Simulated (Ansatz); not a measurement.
Errors in the atomisation enthalpy at 298 K

6 molecules with nitrogen; the atomisation enthalpy at 298 K in kJ/mol, computed less measured. Shapes, held fixed at every level: PBE0-D4/def2-TZVP. Flexible molecules stand in one conformer, not always the lowest. Thermal terms are harmonic and unscaled (PBE0-D4/def2-TZVP); the spin-orbit lowering of the free atoms is taken from their spectra. Programs: Ansatz 0.2.0. Measured values: Active Thermochemical Tables, CRC Handbook of Chemistry and Physics.

Levels: A = HF/def2-SVP; B = r2SCAN-D4/def2-TZVPP; C = CCSD(T)/CBS estimate.

```csv
molecule,from tabulated heats,A,B,C
CHNS (SMILES N=C=S),1557,-638,+24,-12
N2H3 (hydrazinyl radical),1374,-619,+2,-1
C2H5NS (thioacetamide),3262,-1011,+11,-10
C3H5N (isocyanoethane),3571,-1003,-19,-19
C3H7NO (dimethylformamide),4591,-1333,+13,-10
C5H7N (2-methyl-1H-pyrrole),5509,-1495,+25,-19
```

(1) Sum up the errors.

## Answers

(1) 
```
               level                   kind  mean error  mean absolute error  worst case
         HF/def2-SVP           Hartree–Fock     -1016.5               1016.5       C5H7N
r2SCAN-D4/def2-TZVPP               meta-GGA        +9.3                 15.7       C5H7N
CCSD(T)/CBS estimate  coupled cluster or CI       -11.8                 11.8       C3H5N
```

On this set CCSD(T)/CBS estimate has the smallest mean absolute error and HF/def2-SVP the largest. HF/def2-SVP is too low in 6 of 6; r2SCAN-D4/def2-TZVPP is too high in 5 of 6; CCSD(T)/CBS estimate is too low in 6 of 6. For HF/def2-SVP the error grows with the size of the molecule. Hartree–Fock lacks correlation and underbinds. Open shells run unrestricted. The CBS estimate extrapolates MP2 from def2-TZVPP and def2-QZVPP and adds CCSD(T) − MP2 in the triple-zeta set, cores frozen. The set is small.
